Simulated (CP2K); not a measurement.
**PM6 run of C2H3F3 (1,1,2-trifluoroethane)**

Aim: the vertical ionisation energy of C2H3F3 (1,1,2-trifluoroethane) at PM6, from 2 runs. 

Program for the calculation: CP2K 2026.2.

7 further runs of the same task are left out: 4 that didn't finish, 3 set aside as unsound or not needed.

**1. Starting point**

The species is C2H3F3 (8 atoms), meant as a singlet with charge 0. SMILES: `FCC(F)F`. The coordinates come from a PBE0-D4/def2-TZVP relaxation. This is one conformer, not always the lowest.

Bond lengths: F1–C2 1.372 Å, C2–C3 1.509 Å, C3–F4 1.352 Å, C3–F5 1.356 Å, C2–H6 1.093 Å, C2–H7 1.093 Å, C3–H8 1.095 Å. Some angles: F1–C2–C3 109.3°, C2–C3–F4 110.4°, C2–C3–F5 108.3°, F4–C3–F5 107.9°, F1–C2–H6 109.4°, F1–C2–H7 109.2°, C3–C2–H6 109.5°, C3–C2–H7 109.4°, C2–C3–H8 113.0°, F4–C3–H8 108.2°.

**2. A single-point energy at PM6**

Contents of job.inp:

```
&FORCE_EVAL
   METHOD QS
   &DFT
      CHARGE 0
      MULTIPLICITY 1
      # Quickstep
      &QS
         METHOD PM6
         EPS_DEFAULT 1.0E-10
         &SE
            &COULOMB
               CUTOFF [angstrom] 50
               RC_RANGE [angstrom] 0
            &END
            &EXCHANGE
               CUTOFF [angstrom] 50
               RC_RANGE [angstrom] 0
            &END
         &END
      &END
      &POISSON
         PERIODIC NONE
         POISSON_SOLVER ANALYTIC
      &END
      # self-consistent field
      &SCF
         SCF_GUESS ATOMIC
         EPS_SCF 1.0E-06
         MAX_SCF 40
         &OT ON
            MINIMIZER CG
            PRECONDITIONER FULL_ALL
         &END
         &OUTER_SCF
            EPS_SCF 1.0E-06
            MAX_SCF 10
         &END
      &END
      # extra output
      &PRINT
         &MOMENTS
            PERIODIC F
            REFERENCE COM
            MAX_MOMENT 1
         &END
         &MO_CUBES
            NLUMO 5
            NHOMO -1
            WRITE_CUBE F
         &END
         &HIRSHFELD OFF
         &END
      &END
   &END
   # atoms, cell and kinds
   &SUBSYS
      # vacuum box
      &CELL
         ABC [angstrom] 10.2 10.5 10.7
         PERIODIC NONE
      &END
      &COORD
         UNIT bohr
         F     -2.1595790    -1.2869035     2.1979405
         C     -0.3556465     0.3686856     1.3451071
         C      0.3267336    -0.2879943    -1.3441622
         F      1.5575123    -2.5242962    -1.4295778
         F      1.9118359     1.5185839    -2.2340342
         H      1.3260208     0.2246884     2.5369573
         H     -1.1121038     2.2894032     1.4121923
         H     -1.3205406    -0.4100706    -2.5898697
      &END
      &TOPOLOGY
         &CENTER_COORDINATES
         &END
      &END
   &END
&END

&GLOBAL
   PROJECT_NAME job
   RUN_TYPE ENERGY
   PRINT_LEVEL MEDIUM
&END
```

The run is started by

```
$ OMP_NUM_THREADS=1 cp2k.psmp -i job.inp -o job.out
```

The log of the run (excerpt; [...] marks lines left out):

```text
CP2K| version string:                                       CP2K version 2026.2
[...]
 GLOBAL| Method name                                                        CP2K
[...]
 GLOBAL| Run type                                                         ENERGY
[...]
                             - Atoms:                                          8
[...]
                             - Spherical basis functions:                     23
[...]
 Number of electrons:                                                         32
[...]
     1 OT CG       0.15E+00    0.0     0.33890699       -56.8377111799 -5.68E+01
[...]
     7 OT CG       0.49E+00    0.0     0.00000088       -62.4509281507 -7.53E-10
  *** SCF run converged in     7 steps ***
  Core-core repulsion energy [eV]:                           2579.00823261659252
  Core Hamiltonian energy [eV]:                             -2825.56111535903619
  Two-electron integral energy [eV]:                        -2905.64659072638960
  Electronic energy [eV]:                                   -4278.38441072223122
  Total energy [eV]:                                        -1699.37617810563893
  Atomic reference energy [eV]:                              1692.67328110543735
  Heat of formation [kcal/mol]:                              -154.57248913218828
[...]
 SE_DIPOLE| Moment [Debye]          0.67816875      -1.28368763      -0.24987015
 SE_DIPOLE| Derivative [a.u.]       0.00000000       0.00000000       0.00000000
 *** WARNING in qs_scf_post_se.F:140 :: Printing of MO cube files not ***
 *** implemented for Semi-Empirical method.                           ***
 ENERGY| Total FORCE_EVAL ( QS ) energy [hartree]            -62.450928150653098
[...]
```

It took 0.56 s on 1 thread of Arm Neoverse V2, shared host.

**3. The doublet cation at the same level**

Contents of calc.inp:

```
&force_eval
   method QS
   &dft
      charge 1
      multiplicity 2
      uks T
      &qs
         method PM6
         eps_default 1.0E-10
         &se
            &coulomb
               cutoff [angstrom] 50
               rc_range [angstrom] 0
            &end
            &exchange
               cutoff [angstrom] 50
               rc_range [angstrom] 0
            &end
         &end
      &end
      ! isolated system
      &poisson
         periodic NONE
         poisson_solver ANALYTIC
      &end
      &scf
         scf_guess ATOMIC
         eps_scf 1.0E-06
         max_scf 40
         &ot
            minimizer CG
            preconditioner FULL_ALL
         &end
         &outer_scf
            eps_scf 1.0E-06
            max_scf 10
         &end
      &end
      &print
         &moments
            periodic F
            reference COM
            max_moment 1
         &end
         &mo_cubes
            nlumo 5
            nhomo -1
            write_cube F
         &end
         &hirshfeld OFF
         &end
      &end
   &end
   ! atoms, cell and kinds
   &subsys
      &cell
         abc 10.2 10.5 10.7
         periodic NONE
      &end
      &coord
         UNIT bohr
         F     -2.1595790    -1.2869035     2.1979405
         C     -0.3556465     0.3686856     1.3451071
         C      0.3267336    -0.2879943    -1.3441622
         F      1.5575123    -2.5242962    -1.4295778
         F      1.9118359     1.5185839    -2.2340342
         H      1.3260208     0.2246884     2.5369573
         H     -1.1121038     2.2894032     1.4121923
         H     -1.3205406    -0.4100706    -2.5898697
      &end
      &topology
         &center_coordinates
         &end
      &end
   &end
&end

&global
   project calc
   run_type ENERGY
   print_level MEDIUM
&end
```

The run is started by

```
$ OMP_NUM_THREADS=1 cp2k.psmp -i calc.inp > calc.out 2>&1
```

The log of the run (excerpt; [...] marks lines left out):

```text
CP2K| version string:                                       CP2K version 2026.2
[...]
 GLOBAL| Method name                                                        CP2K
[...]
 GLOBAL| Run type                                                         ENERGY
[...]
                             - Atoms:                                          8
[...]
                             - Spherical basis functions:                     23
[...]
 Number of electrons:                                                         16
[...]
     1 OT CG       0.15E+00    0.0     0.17311520       -56.4312960571 -5.64E+01
[...]
    13 OT CG       0.12E+01    0.0     0.00000059       -61.9829791689 -8.64E-10
  *** SCF run converged in    13 steps ***
  Core-core repulsion energy [eV]:                           2579.00823261659252
  Core Hamiltonian energy [eV]:                             -2766.52493038269859
  Two-electron integral energy [eV]:                        -2998.25188194322573
  Electronic energy [eV]:                                   -4265.65087135431077
  Total energy [eV]:                                        -1686.64263873771893
  Atomic reference energy [eV]:                              1692.67328110543735
  Heat of formation [kcal/mol]:                               139.06992779633251
[...]
 SE_DIPOLE| Moment [Debye]          1.15669930      -1.85669612      -0.44736529
 SE_DIPOLE| Derivative [a.u.]       0.00000000       0.00000000       0.00000000
 *** WARNING in qs_scf_post_se.F:140 :: Printing of MO cube files not ***
 *** implemented for Semi-Empirical method.                           ***
 ENERGY| Total FORCE_EVAL ( QS ) energy [hartree]            -61.982979168894424
[...]
```

Wall time 0.98 s (1 thread of Arm Neoverse V2, shared host).

**4. Summary of results**

At PM6:

```
                                          quantity            value
                      singlet C2H3F3: total energy     -62.45093 Eh
                     singlet C2H3F3: dipole moment           1.47 D
                 singlet C2H3F3: heat of formation  -154.6 kcal/mol
                      doublet cation: total energy     -61.98298 Eh
                 doublet cation: heat of formation   139.1 kcal/mol
vertical ionisation energy (to the doublet cation)        12.734 eV
```

What this shows: Removing an electron at fixed nuclei costs 12.73 eV (294 kcal/mol).
